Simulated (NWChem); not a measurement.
Molecule: water (H2O); SMILES O

```xyz
3

O      0.0000     0.0000     0.1432
H      0.7577     0.0000    -0.4699
H     -0.7577     0.0000    -0.4699
```
Atoms are numbered in this order, from 1.

Level: PBE-D3(BJ)/def2-SVP (NWChem), optimised geometry, unscaled harmonic frequencies. 

| frequency (cm⁻¹) | IR intensity (km/mol) |
|---|---|
| 1609 | 47.5 |
| 3691 | 2.3 |
| 3790 | 19.9 |

```yaml
zero_point_energy: 13.0 kcal/mol
thermal correction to the enthalpy at 298.15 K (with zero-point energy): 15.4 kcal/mol
heat capacity Cv: 6.0 cal/(mol K)
entropy at 298.15 K and 1 atm (symmetry number 2): 45.2 cal/(mol K)
dipole_moment: 1.97 D
```

Rigid rotor and harmonic oscillator.
